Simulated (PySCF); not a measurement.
Species: PO₂ (charge +1).
Numbering: `[O:1]=[P+:2]=[O:3]`

Structure used (PBE0-D3(BJ)/def2-SVP), in Å, numbered top down from 1:
```xyz
3
PO2 angstrom
O     -1.3002    0.5455    0.0254
P      0.0561    0.0531    0.0223
O      1.4121   -0.4399    0.0192
```

Method used: core-valence-separated Tamm–Dancoff BHandHLYP/aug-pcX-1 (def2-SVPD on P) in PySCF, non-relativistic, gas phase, PBE0-D3(BJ)/def2-SVP geometry.

Computed oxygen K-edge spectrum, Gaussian lines of 0.3 eV full width, highest printed point 100; it ends one width below the last computed root. No empirical shift is added; at this level the pattern usually sits a few eV under experiment.

| photon energy (eV) | absorption |
| --- | --- |
| 528.4 | 14 |
| 528.6 | 63 |
| 528.8 | 25 |
| 529.0 | 1 |
| 529.2 | 0 |
| 529.4 | 0 |
| 529.6 | 0 |
| 529.8 | 0 |
| 530.0 | 0 |
| 530.2 | 0 |
| 530.4 | 0 |
| 530.6 | 0 |
| 530.8 | 0 |
| 531.0 | 0 |
| 531.2 | 4 |
| 531.4 | 68 |
| 531.6 | 100 |
| 531.8 | 12 |
| 532.0 | 0 |
| 532.2 | 0 |
| 532.4 | 0 |
| 532.6 | 0 |
| 532.8 | 0 |
| 533.0 | 0 |
| 533.2 | 0 |
| 533.4 | 0 |
| 533.6 | 0 |
| 533.8 | 0 |
| 534.0 | 0 |
| 534.2 | 0 |
| 534.4 | 0 |
| 534.6 | 0 |
| 534.8 | 0 |
| 535.0 | 0 |
| 535.2 | 0 |
| 535.4 | 0 |
| 535.6 | 0 |
| 535.8 | 0 |
| 536.0 | 0 |
| 536.2 | 0 |
| 536.4 | 0 |
| 536.6 | 0 |
| 536.8 | 0 |
| 537.0 | 0 |
| 537.2 | 0 |
| 537.4 | 0 |
| 537.6 | 0 |
| 537.8 | 0 |
| 538.0 | 0 |
| 538.2 | 0 |
| 538.4 | 0 |
| 538.6 | 0 |
| 538.8 | 0 |
| 539.0 | 0 |
| 539.2 | 0 |
| 539.4 | 0 |
| 539.6 | 0 |
| 539.8 | 4 |
| 540.0 | 9 |
| 540.2 | 2 |

Task: Where are the maxima, and which lines make them up?

Result: 3 maxima:
- 528.6 eV: O1/O3 (phosphoryl oxygen), 528.62 eV, f = 0.083, sum of 2, 100 % of the height at the exact maximum
- 531.5 eV: O1/O3 (phosphoryl oxygen), 531.53 eV, f = 0.150, sum of 4, 100 % of the height at the exact maximum
- 540.0 eV: O1/O3 (phosphoryl oxygen), 539.96 eV, f = 0.013, sum of 2, 100 % of the height at the exact maximum

Roots within 0.03 eV on the same or equivalent atoms count as one line; shares under 12 % aren't listed.

Vibrational structure and lifetime widths aren't in the curve. The ionisation threshold wasn't computed; near and above it a finite basis only mimics Rydberg series and continuum.
